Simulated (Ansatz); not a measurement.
Basis sets over 5 cases of the highest harmonic wavenumber at PBE with Ansatz (elements up to F), each against its own reference: (a) the value in aug-pcseg-2; (b) the value in def2-QZVPP; (c) the value in def2-QZVPPD. By their distance from other large sets or by the extrapolation step the references are unsure by up to roughly 5 cm⁻¹ and lie short of the limit. Each level at its own minimum, unscaled; unrestricted open shells; no added dispersion term; no relativity. Cartesian d functions in some cases of 6-31G**, 6-31+G*. Core-valence sets carry the plain set on hydrogen. 

Cases are drawn at random; left out are references unsure by over 6.7 cm⁻¹, runs with very soft modes, doubtful singlets, and cases whose largest runs show a restricted determinant unstable towards unrestricted orbitals, <S^2> over 0.1 too high or, where CCSD(T) ran, T1 over 0.025 (0.045 for open shells). Sets are drawn from those converged to one state in every case.

Cases (SMILES) and reference values:
- C(=[N])=O, doublet: 1958 cm⁻¹ (b)
- O=[CH] (CH-O), doublet: 2561 cm⁻¹ (c)
- C#C (C2H2): 3443 cm⁻¹ (a)
- N (NH3): 3512 cm⁻¹ (a)
- N#C (CH-N): 3362 cm⁻¹ (a)

| basis | functions over def2-SVP (largest species, mean of cases) | mean signed deviation (cm⁻¹) | mean absolute | largest | within 20 cm⁻¹ |
|---|---|---|---|---|---|
| STO-3G | 0.3 | 106 | 181 | 286 | 0 of 5 |
| 6-31G | 0.6 | 56 | 101 | 197 | 0 of 5 |
| cc-pVDZ | 1.0 | -9 | 35 | 63 | 1 of 5 |
| 6-31G** | 1.1 | 15 | 16 | 32 | 2 of 5 |
| 6-31+G* | 1.1 | 21 | 21 | 48 | 3 of 5 |
| 6-311G** | 1.3 | 2 | 19 | 31 | 3 of 5 |
| aug-cc-pVDZ | 1.7 | 3 | 7 | 11 | 5 of 5 |
| def2-TZVPPD | 2.8 | 3 | 3 | 6 | 5 of 5 |
| 6-311++G(3df,3pd) | 3.0 | 8 | 8 | 17 | 5 of 5 |
| cc-pCVTZ | 3.0 | -11 | 12 | 24 | 3 of 5 |

Among the sets for which every case ran a larger relative (same family, alike in diffuse functions, listed or not), the smallest listed that holds all cases within 20 cm⁻¹ together with them is aug-cc-pVDZ, at 1.7 times the functions of def2-SVP. Inside, though some case ran no larger relative to test it: def2-TZVPPD, 6-311++G(3df,3pd). Largest deviations of relatives not listed, over the cases that ran them: jun-cc-pV(T+d)Z 5, aug-cc-pVTZ 6, def2-QZVPPD 0 cm⁻¹. A case lies within its reference's uncertainty of the window's edge in cc-pVDZ, 6-31G**, 6-31+G*, 6-311G**, 6-311++G(3df,3pd), cc-pCVTZ. These figures hold for the cases listed.

Ansatz is an electronic-structure program.
